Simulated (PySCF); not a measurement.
# H3Si, SMILES `[SiH3]` (charge 0, multiplicity 2)

Method: PBE0-D3(BJ)/def2-TZVP (PySCF 2.14.0).

```
Quantity                                                        Value
-----------------------------  --------------------------------------
highest occupied spin orbital                                -6.40 eV
dipole moment                                                  0.03 D
total energy                                              -7921.51 eV
cost                           about 15 core-seconds (a rough figure)
```

Bonds (Å): Si1–H2 1.486, Si1–H3 1.486, Si1–H4 1.486. Angles (°): H2–Si1–H3 111.2, H2–Si1–H4 111.2, H3–Si1–H4 111.2.
Charge 0, spin multiplicity 2.
